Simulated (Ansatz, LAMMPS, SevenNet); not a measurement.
## fcc Ca, cohesive energy

Reference value: 1.86 eV/atom (measured, finite-temperature (and zero-point) corrections as in the cited sets; as tabulated in Jana et al. (2018), arXiv:1807.00350).

| level (code) | value (eV/atom) | cell (Å³/atom) |
|---|---|---|
| Lennard-Jones uff-vdw (LAMMPS) | 0.09 | 25.50 |
| SevenNet-l3i5 (SevenNet) | 1.59 | 42.26 |
| LDA (Ansatz) | [?] | 38.01 |
| PBE (Ansatz) | [?] | 42.20 |
| PBEsol-D3(BJ) (Ansatz) | 2.36 | 38.25 |
| r²SCAN (Ansatz) | 2.08 | 43.15 |
| PBE0 (Ansatz) | 1.79 | 43.46 |

Q: Complete the blanks.

A: 
- LDA (Ansatz, a first-principles code), value (eV/atom): 2.20
- PBE (Ansatz), value (eV/atom): 1.91

Errors against the reference: Lennard-Jones uff-vdw -1.77 eV/atom, SevenNet-l3i5 -0.27 eV/atom, LDA +0.34 eV/atom, PBE +0.05 eV/atom, PBEsol-D3(BJ) +0.50 eV/atom, r²SCAN +0.22 eV/atom, PBE0 -0.07 eV/atom.

Leaving aside Lennard-Jones uff-vdw, SevenNet-l3i5, which can be fitted to such values or carry a doubt: Nearest, and too close to rank with a margin of 0.03 eV/atom (twice that across the reference) picked here for doubts on the reference and the settings: PBE (+0.05 eV/atom), PBE0 (-0.07 eV/atom). PBEsol-D3(BJ) (+0.50 eV/atom) lies farthest from it. Within 0.3 eV/atom: PBE, r²SCAN, PBE0. The least costly first-principles kind among them: DFT without exact exchange (PBE, r²SCAN).

Lennard-Jones uff-vdw: this is a force field's van der Waals term alone, without bonds or charges. SevenNet-l3i5: free atoms can lie outside what these potentials were trained on. Each level is taken at its own relaxed cell. Cutoffs and k meshes differ between the levels. Ansatz's density-functional and Hartree–Fock values are scalar-relativistic unless marked +SOC, with PAW data made under PBE.

Machine-learned potentials (SevenNet-l3i5) are trained on DFT data, which may include these solids.

Differences are worked out from the printed values.
